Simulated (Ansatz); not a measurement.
Interaction energy ladder

The pair of SiH4 (SMILES [SiH4], atoms 1–5) and SiH4O (SMILES [SiH3]O, atoms 6–11), both closed shells, in one local arrangement (a lower one may exist), relaxed at PBE0-D4/def2-TZVP:

Si1  (-0.024, -0.081, -2.200)
H2  (-0.079, -1.205, -1.231)
H3  (-0.844, 1.051, -1.705)
H4  (-0.548, -0.543, -3.512)
H5  (1.386, 0.356, -2.365)
Si6  (0.411, 0.103, 1.804)
O7  (-1.195, 0.283, 1.484)
H8  (0.820, -1.329, 1.792)
H9  (1.122, 0.838, 0.733)
H10  (0.773, 0.675, 3.130)
H11  (-1.820, -0.147, 2.070)
(Å)

Ansatz 0.2.0; basis: def2-TZVPPD, with def2-QZVPPD for the basis limit; cores frozen in the correlated methods. B3LYP uses VWN-RPA correlation. Extrapolation: Hartree–Fock as exp(−7.88 √X), correlation as X^−2.97. Interaction energies count from these two fragments, frozen as in the pair, with the counterpoise correction; negative means bound.

What is the interaction energy by CCSD(T) at an estimated basis limit (MP2 extrapolated from triple and quadruple zeta, plus CCSD(T) − MP2 in triple zeta)? (To be estimated.)

The calculation gives: -4.4 kJ/mol. Hartree–Fock alone gives 4.1 kJ/mol at the basis limit, so without correlation the pair would not bind at this distance. It counts from the two fragments frozen as in the pair.

The same quantity by other methods in triple zeta, and each one's difference from that estimate:
| method | E_int (kJ/mol) | difference |
| --- | --- | --- |
| PBE-D4 | -6.1 | -1.7 |
| revPBE-D4 | -5.3 | -0.9 |
| BLYP-D4 | -4.7 | -0.4 |
| r2SCAN-D4 | -4.3 | 0.1 |
| B97M-V | -4.5 | -0.1 |
| PBE0-D4 | -5.6 | -1.2 |
| B3LYP-D4 | -5.2 | -0.8 |
| HSE06-D4 | -5.5 | -1.1 |
| wB97X-V | -4.7 | -0.3 |
| wB97M-V | -4.7 | -0.3 |
| B2PLYP | 0.6 | 4.9 |
| HF | 4.2 | 8.6 |
| MP2 | -3.1 | 1.3 |
| CCSD | -2.4 | 2.0 |
| CCSD(T) | -3.5 | 0.9 |
Differences are method less estimate.

Which atoms make the shortest contact between the fragments?

H2 and H9, 3.08 Å apart.

Basis-set superposition shift (counterpoise-corrected less uncorrected): CCSD(T) 1.2; MP2 1.2; HF 0.2; PBE0-D4 0.2; wB97M-V 0.2 kJ/mol.

The T1 diagnostic stays at or below 0.012.

For scale, one of the runs: CCSD(T)/def2-TZVPPD, 272 basis functions, launched by `ansatz run in.yaml --threads 4 --pin off --events-out ev --progress --plain --max-ram 9574MiB`. The run took 2.6 min on 4 CPU threads of an Arm Neoverse N1 (shared host), with 6.7 GiB of host memory at its peak.
